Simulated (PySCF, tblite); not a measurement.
# FH2LiO, a complex of two parts: NMR shifts, interaction energy, infrared bands, spin-spin couplings, core binding energies and electronic excitations

An exercise on one series of results from a longer session: the logs are not shown, and one member is left open.

Programs: tblite 0.8.0 and PySCF 2.14.0. All values are calculated, for the isolated system unless a continuum is named. Atoms count from 0, parts from 1.

## The system as given

5 atoms, charge 0, multiplicity 1; geometry: rigid parts in contact. Parts: 1 = atoms 0–1, `[Li][F]`, charge 0; 2 = atoms 2–4, `O`, charge 0.

Set-up of the first run:

What the job is given:

```
{"job": {"kind": "dock", "xc": "GFN2-xTB", "basis": "xTB"}, "charge": 0, "multiplicity": 1, "parts": [{"atoms": "0-1", "charge": 0, "multiplicity": 1}, {"atoms": "2-4", "charge": 0, "multiplicity": 1}]}
Li     0.723279    -0.150101     0.179986
F     -0.723279     0.150101    -0.179986
O      2.414328     0.361031     1.521266
H      2.946811     0.495491     2.307686
H      2.432317     1.180193     1.022536
```

Level: GFN2-xTB search for minima from random contacts, gas phase.

Command:

```sh
$ OMP_NUM_THREADS=1 python cluster_run.py task.json out
```

The driver reads the jobs from task.json and runs them one after another.

Among the steps run: Search for minima with GFN2-xTB; Geometry optimisation at PBE0-D3(BJ)/def2-TZVPD; NMR shieldings: PBE0/pcSseg-3; Coupled-cluster interaction energy: CCSD(T) and MP2.

One of the session's tables, all rows but one given; the rest of the session is left out.

It belongs to the step «Coupled-cluster interaction energy: CCSD(T) and MP2». 

```
                 method  interaction energy (kcal/mol)
         HF/aug-cc-pVDZ                         -17.09
        MP2/aug-cc-pVDZ                         -15.41
       CCSD/aug-cc-pVDZ                         -15.67
    CCSD(T)/aug-cc-pVDZ                         -15.49
         HF/aug-cc-pVQZ                         -17.30
        MP2/aug-cc-pVQZ                         -15.83
    SCS-MP2/aug-cc-pVQZ                              ?
      MP2, extrapolated                         -15.91
CCSD(T), limit estimate                         -15.99
```

**Question.** Estimate the row for SCS-MP2/aug-cc-pVQZ.

**Answer.** interaction energy (kcal/mol): -15.85. In the column «interaction energy (kcal/mol)» it lies between MP2, extrapolated (-15.91) and MP2/aug-cc-pVQZ (-15.83).
